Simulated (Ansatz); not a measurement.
Ansatz (an electronic-structure program) input (CCSD(T)/aug-cc-pVDZ):

Ansatz 0.2 input:
```yaml
crystal:
  periodic: [false, false, false]
  atoms:
    - {symbol: C, position_ang: [0.00728032, 0.00031015, 0.17491065]}
    - {symbol: H, position_ang: [-0.01040746, 0.86106198, -0.52673636]}
    - {symbol: H, position_ang: [-0.03327446, -0.86292291, -0.52272756]}
basis:
  gaussian:
    orbitals: aug-cc-pVDZ
magnetization: {spin_polarized: false}
correlation: {method: ccsd_t, electrons: outside_noble_gas}
output: {forces: true}
```

End of the output:

```
cycle   5  -3.90184265 eV  change   -2.8e-3 eV  update   2.7e-3
cycle   6  -3.90242960 eV  change   -5.9e-4 eV  update   9.7e-4
cycle   7  -3.90259374 eV  change   -1.6e-4 eV  update   3.5e-4
cycle   8  -3.90258190 eV  change    1.2e-5 eV  update   1.1e-4
cycle   9  -3.90254771 eV  change    3.4e-5 eV  update   3.4e-5
cycle  10  -3.90255152 eV  change   -3.8e-6 eV  update   1.1e-5
cycle  11  -3.90255336 eV  change   -1.8e-6 eV  update   3.8e-6
cycle  12  -3.90255309 eV  change    2.8e-7 eV  update   1.0e-6
perturbative correction -0.09589617 eV, -0.0035241193 hartree
the calculation of the forces begins
Total energy: -1062.09518997 eV, -39.0312783175 hartree
Atom 0 at     0.007280     0.000310     0.174911 Å, force     0.025767     0.001098     0.619059 eV/Å
Atom 1 at    -0.010407     0.861062    -0.526736 Å, force    -0.007920     0.373685    -0.310400 eV/Å
Atom 2 at    -0.033274    -0.862923    -0.522728 Å, force    -0.017847    -0.374783    -0.308659 eV/Å
Dipole moment:    -0.014392    -0.000613    -0.345778 e Å
```
